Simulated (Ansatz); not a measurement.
Consider the formal exchange of groups at a C–O bond: `COC1=C(F)C1` + `FCCF` → `CC(F)CF` + `OC1=C(F)C1`.

Calculated with Ansatz (gas phase, PBE0-D4/def2-TZVP geometries, no zero-point term in ΔE). CBS: MP2 limit from def2 TZ/QZ plus the TZ coupled-cluster correction, frozen cores. Functionals use def2-TZVPP. B3LYP here is the variant with VWN-RPA as its local correlation; programs differ in this. Each species was taken in one conformer, which may not be the lowest.

Task: Is it downhill or uphill in electronic energy at CCSD(T)/CBS, and by how much? (Best estimate.)

Result: The calculation gave: Downhill: ΔE = -62.9 kJ/mol.

Task: What do these levels give: B3LYP, MP2/def2-TZVPP, CCSD/def2-TZVPP, CCSD(T)/def2-TZVPP, HF/def2-QZVPP, MP2/def2-QZVPP? (An estimate is asked.)

Result: Computed: B3LYP -53.7, MP2/def2-TZVPP -63.2, CCSD/def2-TZVPP -60.2, CCSD(T)/def2-TZVPP -60.1, HF/def2-QZVPP -51.5, MP2/def2-QZVPP -64.7 kJ/mol.

Largest T1 diagnostic among the species: 0.012.

In def2-TZVPP, CCSD(T) changes the Hartree–Fock value by −8.3 kJ/mol (the triples alone add +0.1 kJ/mol) and MP2 by −11.4 kJ/mol.
